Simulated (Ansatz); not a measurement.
**fcc Au**

All values below come from r²SCAN (PAW; Ansatz, a quantum-chemistry and plane-wave program).

Settings: plane-wave cutoff 500 eV, 24×24×1 k mesh (along the axes of the cell as run), Fermi–Dirac smearing 0.1 eV, scalar-relativistic PAW data made under PBE.

Cell: relaxed at this level.

```
Quantity                             Result
--------------------------------  ---------
surface energy of the (111) face  0.90 J/m²
work function of the (111) face     5.19 eV
```

The slab of 6 atoms is relaxed and unreconstructed.

Spin–orbit coupling is not included; it can shift volumes and moduli of such heavy elements.

Computed values are for the static lattice.
